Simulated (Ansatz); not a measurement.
Consider the atomization: `C[SiH2]N` → C• + 7 H• + N• + Si•.

Isolated molecules relaxed with PBE0-D4/def2-TZVP in Ansatz; ΔE leaves out vibrations. CCSD(T)/CBS is the MP2 limit (def2-TZVPP, def2-QZVPP) plus CCSD(T) − MP2 in def2-TZVPP, frozen cores. This one scheme is used for every species, atoms too. Functionals use def2-TZVPP. Open shells (•) are unrestricted, without spin–orbit coupling. Spin–orbit coupling would lower the free atoms: a little for C, Si. Each species was taken in one conformer, which may not be the lowest.

`C[SiH2]N`:

Cartesian coordinates in Å:
```
C -0.618 0.410 1.186
Si 0.160 0.433 -0.516
N 0.710 -1.079 -1.125
H -0.931 1.417 1.479
H 0.087 0.046 1.938
H -1.499 -0.237 1.209
H 1.340 1.341 -0.480
H -0.845 0.951 -1.484
H 1.543 -1.509 -0.760
H 0.055 -1.773 -1.447
```

What is ΔE at CCSD(T)/CBS? (Estimate.)

Computed: +35.75 eV.

What do these levels give: r2SCAN-D4, r2SCANh-D4, ωB97X-V, ωB97M-V, revPBE, BLYP, r2SCAN, PBE0, BHLYP, CCSD/def2-SVP, CCSD(T)/def2-TZVPP, MP2/def2-QZVPP? (Best estimate.)

Ansatz gave: r2SCAN-D4 35.57, r2SCANh-D4 35.44, ωB97X-V 35.86, ωB97M-V 35.83, revPBE 34.68, BLYP 35.23, r2SCAN 35.53, PBE0 35.36, BHLYP 34.92, CCSD/def2-SVP 33.14, CCSD(T)/def2-TZVPP 34.80, MP2/def2-QZVPP 35.41 eV.

Largest T1 diagnostic among the species: 0.012.

At CCSD(T), def2-SVP lies −2.38 eV from the extrapolated value and def2-TZVPP −0.95 eV: correlation converges slowly with the basis, and small sets miss more of it in the bonded molecule than in its fragments. Leaving LDA and LC-ωPBE aside and taking each functional with its dispersion term where it has one, the values, not all of them listed here, spread over 0.85 eV, from BHLYP-D4 to CAM-B3LYP-D4. LDA lies +4.20 eV from PBE without D4, its usual overbinding. From PBE to PBE0 (25 % exact exchange), in def2-TZVPP and without D4, ΔE moves by −0.32 eV: exact exchange takes away binding that semilocal exchange gives to molecules.

For atomizations the MP2-based limit and the directly extrapolated one differ by several kJ/mol either way, and by 10 to 25 for some Ge, Se and Sn compounds, so smaller differences from it don't rank the levels.
